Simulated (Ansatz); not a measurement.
**PH₂ (doublet): wave-function methods side by side, cc-pV(T+d)Z**

One table from this session's results is given with a row withheld; the runs are named, their logs left out.

The runs use Ansatz 0.2.0, Gaussian basis; cc-pV(T+d)Z, core rule «outside noble gas», up to 5 orbitals frozen.

To be run: UHF; CCSD(T) on ROHF; CCSD(T) on UHF; CCSDT(Q) on UHF.

**The system**

The geometry is an MP2(full)/6-31G* stationary point (not a proven minimum).

3 atoms, charge 0, spin multiplicity 2.

Atoms are counted from 1 here; the program's logs count them from 0.

Bond lengths: P1–H2 1.419 Å, P1–H3 1.419 Å. Angles: H2–P1–H3 92.6°.

Set-up of the first run:

File in.yaml:

```yaml
crystal:
  periodic: [false, false, false]
  atoms:
    - {symbol: P, position_ang: [0.000000, 0.000000, 0.059937]}
    - {symbol: H, position_ang: [0.000000, 1.025642, -0.920927]}
    - {symbol: H, position_ang: [0.000000, -1.025642, -0.920927]}
basis:
  gaussian: {orbitals: "cc-pV(T+d)Z.json"}
magnetization: {spin_polarized: true, initial_magnetization: 1}
hamiltonian: {xc: hf}
output: {orbitals: {seedname: orbitals}}
```

Started as:

```sh
ansatz run in.yaml --threads 1 --pin off --events-out ev --progress --plain --max-ram 3956MiB --backend cpu
```

Steps of the session up to this table: UHF; CCSD(T) on ROHF; CCSD(T) on UHF; CCSDT(Q) on UHF.

One table of the session follows, with a row left open; its other results are not shown here.

| method | from UCCSDT(Q) (meV) |
| --- | --- |
| ROHF | +4797.8 |
| UHF | +4647.2 |
| RMP2 | +889.7 |
| UMP2 | +916.3 |
| RCCSD | ? |
| UCCSD | +181.3 |
| RCCSD(T) | +30.2 |
| UCCSD(T) | +30.1 |
| UCCSDT | +5.1 |
| UCCSDT(Q) | 0 |

**Question.** Estimate the row for RCCSD.

**Answer.** from UCCSDT(Q) (meV): +186.5. In the column «from UCCSDT(Q) (meV)» it lies between UCCSD (+181.3) and RMP2 (+889.7).

Limits of these values: Restricted and unrestricted rows rest on different reference determinants; where their highest levels disagree by more than a few hundredths of an eV, they describe different states and don't form one ladder.
